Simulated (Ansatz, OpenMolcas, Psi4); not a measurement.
Worked example: vertical energy of the quartet above the doublet of AlO (oxoaluminum)

AlO has 2 atoms, charge 0, and is taken as a doublet. As SMILES, `[O]=[Al]`. The coordinates come from a PBE0-D4/def2-TZVP relaxation.

```xyz
2

O     0.0000    0.0000   -0.0249
Al    0.0000    0.0000    1.5950
```

Both states at this one shape; open shells run unrestricted unless said. 1 Eh = 27.2114 eV.

| level | program | doublet AlO (Eh) | quartet AlO (Eh) |
| --- | --- | --- | --- |
| UHF/def2-TZVPPD | Ansatz | -316.790114 | -316.715291 |
| UM06-2X/def2-TZVPPD | OpenMolcas | -317.600941 | -317.462027 |
| U-wB97M-V/def2-TZVPPD | Psi4 | -317.616683 | -317.460478 |
| UMP2/6-311++G(3df,3pd), 6 core orbitals frozen | Ansatz | -317.017170 | -316.919287 |

Question: Work out the vertical gap, second state less first, at each level.

Answer: 
1. UHF/def2-TZVPPD: -316.715291 − (-316.790114) = 0.074823 Eh = 2.04 eV.
2. UM06-2X/def2-TZVPPD: -317.462027 − (-317.600941) = 0.138914 Eh = 3.78 eV.
3. U-wB97M-V/def2-TZVPPD: -317.460478 − (-317.616683) = 0.156205 Eh = 4.25 eV.
4. UMP2/6-311++G(3df,3pd): -316.919287 − (-317.017170) = 0.097883 Eh = 2.66 eV.

No measured value is set beside it here; the levels span 2.04 to 4.25 eV. Hartree–Fock favours the state with fewer electron pairs, since it lacks pair correlation. The first state is spin-contaminated at UHF/def2-TZVPPD (⟨S²⟩ = 0.93). The first state is spin-contaminated at UMP2/6-311++G(3df,3pd) (⟨S²⟩ = 0.93).
